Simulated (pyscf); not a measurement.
## Routes from `[SiH3][NH][SiH2][Cl]` + `[H][H]`

Candidate steps break at most two bonds and form at most two. Each was searched with GFN2-xTB (tblite) first. Structures and frequencies: ωB97X-D3(BJ)/def2-SVP in PySCF. Energies: ωB97M-D3(BJ)/def2-TZVP, kcal/mol, from the separated reactants, singlet surface; ΔG‡ with ideal gas, 1 atm, RRHO with modes under 100 cm⁻¹ raised to 100, one conformer, R ln 2 for chiral ones without a mode under 150 cm⁻¹.

| products | type | ΔE‡ | ΔE | ΔG‡ 298 K | ΔG‡ 900 K | ν‡ (cm⁻¹) |
|---|---|---|---|---|---|---|
| H₃Si–NH–SiH₃ + HCl | four-centre exchange | 51.9 | +22.2 | 60.9 | 78.2 | 790i |
| H₂N–SiH₂–Cl + SiH₄ | four-centre exchange | 53.4 | +6.8 | 62.6 | 81.3 | 1422i |

Plain bond fissions and candidates not yet searched are not listed, and one of them may be faster. Each barrier is that of the saddle found; lower ones may exist.
